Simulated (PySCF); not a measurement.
Molecule: `CC(C)F`, C3H7F.

Structure with atom numbers: `[CH3:1][CH:2]([CH3:3])[F:4]`. Hydrogens are named by the atom that carries them.

Geometry PBE0-D3(BJ)/def2-SVP throughout; GIAO in PySCF, gas phase, one conformer, non-relativistic; equivalent atoms averaged; functional PBE0.

Question: How do the shifts δ (against TMS, CFCl3 at the same level) depend on the basis set? (ppm; last column core-seconds on shared hosts with different chips, so compare them loosely)

Answer: 
```tsv
basis set	functions	C2	C1/C3	F4	H(C2)	H(C1)/H(C3)	core-s
STO-3G	27	61.6	20.4	-130.8	1.96	0.87	2.4
6-31G	50	81.0	24.0	-203.5	4.82	1.38	4.6
pcSseg-0	50	87.1	27.1	-215.8	4.69	1.49	2.9
6-31G*	70	80.3	23.1	-186.4	4.82	1.20	5.7
def2-SVP	91	81.5	22.8	-174.7	4.48	1.10	6.6
cc-pVDZ	91	83.6	24.2	-179.4	4.54	1.13	5.1
pcSseg-1	103	86.2	24.3	-192.4	4.58	1.24	8.1
6-311+G(2d,p)	150	85.7	23.3	-192.8	4.69	1.18	14
aug-cc-pVDZ	155	84.0	23.1	-180.7	4.77	1.28	12
def2-TZVP	166	87.9	23.9	-188.4	4.68	1.18	16
IGLO-III	210	89.2	24.4	-191.9	4.71	1.20	22
cc-pVTZ	218	86.6	23.8	-184.8	4.67	1.18	20
pcSseg-2	242	90.0	24.8	-189.7	4.68	1.20	31
```

Question: Which nucleus moves most, in ppm?

Answer: F4 (fluorine on an sp3 carbon): from -215.8 ppm with pcSseg-0 to -130.8 ppm with STO-3G. The smallest spread is 0.63 ppm, at H(C1)/H(C3). Proton shifts span only some 12 ppm, so a few tenths of a ppm matter as much there as several ppm in carbon.

Question: Taking the largest basis, pcSseg-2 (242 functions), as the yardstick, rank the others by their worst heavy-atom deviation.

Answer: def2-TZVP 2.0 ppm (166 functions), IGLO-III 2.2 ppm (210 functions), pcSseg-1 3.8 ppm (103 functions), 6-311+G(2d,p) 4.3 ppm (150 functions), cc-pVTZ 4.9 ppm (218 functions), aug-cc-pVDZ 9.1 ppm (155 functions), 6-31G* 9.7 ppm (70 functions), cc-pVDZ 10.3 ppm (91 functions), 6-31G 13.8 ppm (50 functions), def2-SVP 15.1 ppm (91 functions), pcSseg-0 26.0 ppm (50 functions), STO-3G 59.0 ppm (27 functions).

A small basis that lands close on one nucleus may do so by chance; judge by the trend and by all nuclei.
